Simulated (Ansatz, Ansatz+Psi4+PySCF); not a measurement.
```xyz
6

B     0.0000    0.0000   -1.2295
C     0.0000    0.0000    0.1681
O     0.0000    0.0000    1.2094
H     0.0000   -1.0866   -1.5122
H    -0.9410    0.5433   -1.5122
H     0.9410    0.5433   -1.5122
```

Basis set: cc-pVTZ (spherical functions). Left uncorrelated: 3 orbitals. Charge 0, multiplicity 1.

Computed with Ansatz (development build ahead of 0.2.0); each method stands on the lowest determinant of its kind that the runs found. Restricted open shells among the atoms or ions are ROHF, correlated in semicanonical orbitals with singles.

**Question.** Give the atomization energy at this shape (free ground-state atoms in the same class of orbitals less the molecule, no zero-point energy) of singlet CH3BO by RHF-MP2, RHF.

**Answer.**

```csv
method,atomization energy
RHF-MP2,2252.9 kJ/mol
RHF,1674.6 kJ/mol
```

Caution: no unrestricted run beside it, a lower state can exist; the shape is not the minimum.
